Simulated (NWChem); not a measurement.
# One shape, several levels: AlH5O (Al(H2O)H3)

Wanted: a comparison of 5 runs (HF/STO-3G, HF/3-21G, HF/def2-SVPD, PBE0/STO-3G, TPSS/6-311+G**) of AlH5O (Al(H2O)H3). 

The calculation is run with NWChem 7.3.0.

**1. The system as given**

AlH5O: 7 atoms, total charge 0, spin state singlet. As SMILES, `[H][Al]([H])([H])<-[OH2]`. Geometry: a GFN2-xTB relaxation, a rough one for these elements and not checked as a minimum.

Bond lengths: Al1–O2 1.891 Å, O2–H3 0.965 Å, O2–H4 0.964 Å, Al1–H5 1.572 Å, Al1–H6 1.570 Å, Al1–H7 1.574 Å. Angles: Al1–O2–H3 124.8°, Al1–O2–H4 123.3°, O2–Al1–H5 95.5°, O2–Al1–H6 100.8°, O2–Al1–H7 95.1°, H3–O2–H4 111.4°, H5–Al1–H6 117.6°, H5–Al1–H7 120.1°, H6–Al1–H7 117.8°.

**2. Energy and gradient at HF/STO-3G (run 1)**

Input file calc.nw:

```
start calc
memory total 2200 mb

geometry noautosym nocenter noautoz
  Al     0.038170    -0.063310    -0.878000
  O     -0.024940     0.038110     1.009060
  H     -0.734700    -0.319470     1.555830
  H      0.587960     0.568180     1.531290
  H      1.607200    -0.040110    -0.978390
  H     -0.735740     1.245780    -1.269530
  H     -0.737950    -1.429180    -0.970260
end

basis spherical bse
  * library STO-3G
end

scf
  thresh 1e-08
  maxiter 80
  noprint "final vectors analysis"
end

task scf gradient
```

The run is started by

```sh
nwchem calc.nw > calc.out
```

The log of the run:

```text
[...]
  functions       =    19
[...]
  wavefunction    = RHF
[...]
         Total SCF energy =   -315.738156667325
      One-electron energy =   -566.443799741172
      Two-electron energy =    187.498148548027
 Nuclear repulsion energy =     63.207494525820
        Time for solution =      0.3s
[...]
                         RHF ENERGY GRADIENTS
    atom               coordinates                        gradient
                 x          y          z           x          y          z
   1 Al      0.072131  -0.119639  -1.659179   -0.000277   0.002696   0.005440
   2 O      -0.047130   0.072017   1.906847   -0.002640   0.004229   0.031033
   3 H      -1.388382  -0.603711   2.940092    0.007182   0.000914  -0.014782
   4 H       1.111083   1.073705   2.893719   -0.004321  -0.006888  -0.016027
   5 H       3.037168  -0.075797  -1.848889    0.039029   0.000973   0.001038
   6 H      -1.390347   2.354183  -2.399064   -0.019054   0.032146  -0.008195
   7 H      -1.394523  -2.700759  -1.833526   -0.019918  -0.034070   0.001493
[...]
```

Run time: 0.99 s. Hardware: 1 thread of Intel Xeon 6975P-C (Granite Rapids), shared host; peak memory 0.094 GiB.

**3. Energy and gradient at HF/3-21G (run 2)**

Input file struct.xyz:

```xyz
7

Al     0.038170    -0.063310    -0.878000
O     -0.024940     0.038110     1.009060
H     -0.734700    -0.319470     1.555830
H      0.587960     0.568180     1.531290
H      1.607200    -0.040110    -0.978390
H     -0.735740     1.245780    -1.269530
H     -0.737950    -1.429180    -0.970260
```

Input file struct.nw:

```
start struct
memory total 2200 mb
geometry units angstrom noautosym nocenter noautoz
  load struct.xyz
end
basis spherical bse
  * library 3-21G
end
scf
  thresh 1e-08
  maxiter 80
  print medium
end
task scf gradient
```

The run is started by

```sh
nwchem struct.nw > struct.out
```

The log of the run:

```text
[...]
  functions       =    32
[...]
  wavefunction    = RHF
[...]
         Total SCF energy =   -317.927882227968
      One-electron energy =   -566.961642886386
      Two-electron energy =    185.826266132597
 Nuclear repulsion energy =     63.207494525820
        Time for solution =      0.4s
[...]
                         RHF ENERGY GRADIENTS
    atom               coordinates                        gradient
                 x          y          z           x          y          z
   1 Al      0.072131  -0.119639  -1.659179   -0.000167   0.001953  -0.002991
   2 O      -0.047130   0.072017   1.906847    0.001982  -0.003523  -0.018840
   3 H      -1.388382  -0.603711   2.940092    0.001383   0.002218   0.002010
   4 H       1.111083   1.073705   2.893719   -0.002774  -0.000631   0.000739
   5 H       3.037168  -0.075797  -1.848889   -0.012909  -0.000241   0.005728
   6 H      -1.390347   2.354183  -2.399064    0.006296  -0.010769   0.007672
   7 H      -1.394523  -2.700759  -1.833526    0.006189   0.010994   0.005682
[...]
```

Run time: 1.1 s. Hardware: 1 thread of Intel Xeon 6975P-C (Granite Rapids), shared host; peak memory 0.097 GiB.

Runs 3 to 4 aren't shown in full; the table further down has their settings and results.

**4. Energy and forces at TPSS/6-311+G(d,p) (run 5)**

Input file alh5o.nw:

```
start alh5o
title "AlH5O"
memory 2200 mb
charge 0

geometry units angstroms noautosym nocenter noautoz
  Al       0.038170      -0.063310      -0.878000
  O       -0.024940       0.038110       1.009060
  H       -0.734700      -0.319470       1.555830
  H        0.587960       0.568180       1.531290
  H        1.607200      -0.040110      -0.978390
  H       -0.735740       1.245780      -1.269530
  H       -0.737950      -1.429180      -0.970260
end

basis spherical bse
  * library 6-311+G**
end

dft
  xc xtpss03 ctpss03
  grid xfine
  convergence energy 1e-08
  iterations 100
  mulliken
end

task dft gradient
```

The run is started by

```sh
nwchem alh5o.nw > alh5o.out
```

The log of the run:

```text
[...]
          Wavefunction type:  closed shell.
          No. of atoms     :     7
          No. of electrons :    26
[...]
          Charge           :     0
          Spin multiplicity:     1
[...]
          AO basis - number of functions:    82
[...]
              XC Information
              --------------
                  TPSS metaGGA Exchange Functional  1.000
             TPSS03 metaGGA Correlation Functional  1.000
[...]
 d= 0,ls=0.0,diis     1   -320.6773059460 -3.84D+02  7.36D-03  5.02D-01     2.8
[...]
 d= 0,ls=0.0,diis     8   -320.7117809166 -4.19D-10  4.33D-07  1.08D-09    19.6
         Total DFT energy =     -320.711780916630
      One electron energy =     -569.320653195966
           Coulomb energy =      214.583384198846
    Exchange-Corr. energy =      -29.182006445329
 Nuclear repulsion energy =       63.207494525820
[...]
      Total Density - Mulliken Population Analysis
     ---------------------------------------------
    Atom       Charge   Shell Charges
 -----------   ------   -------------------------------------------------------
    1 Al  13    12.49   0.79  1.18  0.97  1.02  0.73  0.37  2.14  3.77  0.64  0.68  0.03  0.18 -0.16  0.15
    2 O    8     8.43   1.08  0.91  0.99  0.99  2.10  0.77  1.59 -0.15  0.14  0.01
    3 H    1     0.67   0.26  0.32  0.02  0.06
    4 H    1     0.67   0.27  0.32  0.02  0.06
    5 H    1     1.26   0.24  0.62  0.39  0.01
    6 H    1     1.24   0.24  0.62  0.38  0.01
    7 H    1     1.26   0.24  0.62  0.39  0.01
[...]
  wavefunction    = closed shell
                         DFT ENERGY GRADIENTS
    atom               coordinates                        gradient
                 x          y          z           x          y          z
   1 Al      0.072131  -0.119639  -1.659179   -0.000115   0.001601   0.018335
   2 O      -0.047130   0.072017   1.906847   -0.000343   0.000617  -0.020404
   3 H      -1.388382  -0.603711   2.940092    0.002427   0.000374  -0.003396
   4 H       1.111083   1.073705   2.893719   -0.001689  -0.002399  -0.004514
   5 H       3.037168  -0.075797  -1.848889   -0.008192  -0.000217   0.002725
   6 H      -1.390347   2.354183  -2.399064    0.004000  -0.006870   0.004585
   7 H      -1.394523  -2.700759  -1.833526    0.003912   0.006894   0.002669
[...]
```

It took 27 s on 1 thread of Intel Xeon 6975P-C (Granite Rapids), shared host; peak memory 0.13 GiB.

**5. All runs side by side**

```tsv
run	level	iteration cap	module	energy (Eh)	dipole moment (D)	largest force (eV/Å)	wall time
1	HF/STO-3G	80	scf	-315.738157	4.97	2.031	0.99 s
2	HF/3-21G	80	scf	-317.927882	5.72	0.991	1.1 s
3	HF/def2-SVPD	80	scf	-319.555081	5.32	2.525	7.5 s
4	PBE0/STO-3G	100	dft	-316.452822	5.07	2.958	4.8 s
5	TPSS/6-311+G**	100	dft	-320.711781	5.17	1.050	27 s
```

**6. Results**

| quantity | value |
| --- | --- |
| run 5: total energy | -320.71178 Eh |
| run 5: dipole moment | 5.17 D |
| run 5: HOMO energy | -6.33 eV |
| run 5: LUMO energy | -1.67 eV |
| run 5: HOMO–LUMO gap | 4.66 eV |
| run 5: largest force on an atom | 1.050 eV/Å |

What this shows: The dipole moment (its size) runs from 4.97 D (HF/STO-3G) to 5.72 D (HF/3-21G). Over runs 2, 3, 4, 5 the HOMO–LUMO gap runs from 4.66 eV (TPSS/6-311+G**) to 13.49 eV (HF/3-21G). The two ends differ in method and basis. Totals of different functionals can't be ranked against each other. In runs 1, 4 the basis is minimal, so the values are rough. All runs together took 41 s, the longest 27 s.
